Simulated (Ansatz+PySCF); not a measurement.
Results of a calculation; reference values are marked as such.
Input for Ansatz (development build ahead of 0.2.0):

```yaml
crystal:
  periodic: [false, false, false]
  atoms:
    - { symbol: C, position_ang: [0.0, 0.0, -0.66531] }
    - { symbol: C, position_ang: [0.0, 0.0, 0.73184] }
    - { symbol: H, position_ang: [0.0, -0.93114, -1.24031] }
    - { symbol: H, position_ang: [0.0, 0.93114, -1.24031] }
    - { symbol: H, position_ang: [0.0, -0.93114, 1.30684] }
    - { symbol: H, position_ang: [0.0, 0.93114, 1.30684] }
basis:
  gaussian: { orbitals: STO-3G }
magnetization:
  spin_polarized: true
hamiltonian:
  xc: pbe0
output:
  forces: true
```

The input is written out in the form of the current development build from the run's settings.

Output:

```json
{
  "Converged": "yes",
  "Total energy": "-77.52160 hartree",
  "Spin squared of the determinant": "0.000",
  "Stability test": "minimum"
}
```

Forces (eV/Å):
```
atom     Fx      Fy      Fz
  C1  0.000   0.000   4.304
  C2  0.000   0.000  -4.304
  H3  0.000  -0.026   0.050
  H4  0.000   0.026   0.050
  H5  0.000  -0.026  -0.050
  H6  0.000   0.026  -0.050
```
